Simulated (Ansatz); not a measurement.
Ideal-gas functions of N2O (`[N-]=[N+]=O`) at 800 K and 1 bar, from an Ansatz frequency run at PBE0-D4/def2-TZVP.

Molar mass 44.01 g/mol, point group C∞v (symmetry number 1), electronic degeneracy 1, moments of inertia 39.357 u Å². Harmonic wavenumbers (cm⁻¹, unscaled): 641, 641, 1378, 2409.

Use S(trans) = R[1.5 ln M + 2.5 ln T − 1.1517]; rotational temperatures θ = 24.2544 K / I; S(rot) = R[ln(T/σθ) + 1]; for each mode x = 1.438777 ν̃/T, S = R[x/(eˣ − 1) − ln(1 − e⁻ˣ)] and H = RT x/(eˣ − 1); 1 cm⁻¹ = 0.0119627 kJ/mol; R = 8.31446 J/(mol·K).

**Question.** By hand: the entropy, in J/(mol·K).

**Answer.** Translation 176.6. Rotation: θ = 0.6163 K, giving 67.9. Vibration, mode by mode: 7.58, 7.58, 2.62, 0.59, in all 18.4. Electronic 0.0. Sum 262.9 J/(mol·K).

**Question.** By hand: H − E and G − E in kJ/mol, counted from the electronic energy.

**Answer.** Zero-point energy ½ × 5069 × 0.0119627 = 30.3; thermal vibration 9.0; translation, rotation and pV give 3.5 RT = 23.3. H − E = 62.6 kJ/mol, and G − E = 62.6 − 800 × 262.9/1000 = -147.7 kJ/mol.

Vibration gives 7 % of the entropy.
